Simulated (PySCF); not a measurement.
# Mg: ionisation energy

Mg [Ne] 3s2 (1S) → Mg+ [Ne] 3s1 (2S), as a difference of total energies. All numbers are calculated (PySCF 2.14, no relativity, point nucleus, in pcseg-2). Correlated levels: valence: [Ne] frozen. The calculations carry no spin-orbit coupling.

Q: Order these methods by the ionisation energy they give, lowest first.
A. TPSS
B. SCS-MP2 (valence)
C. MP2 (valence)
D. B3LYP

A: C (7.161 eV), B (7.273 eV), A (7.532 eV), D (7.729 eV).

Errors of the correlated levels include the incompleteness of this basis and the frozen core.

With two correlated electrons CCSD is exact in that space.

For comparison: 7.646 eV (measured; NIST Atomic Spectra Database, ionization energies).
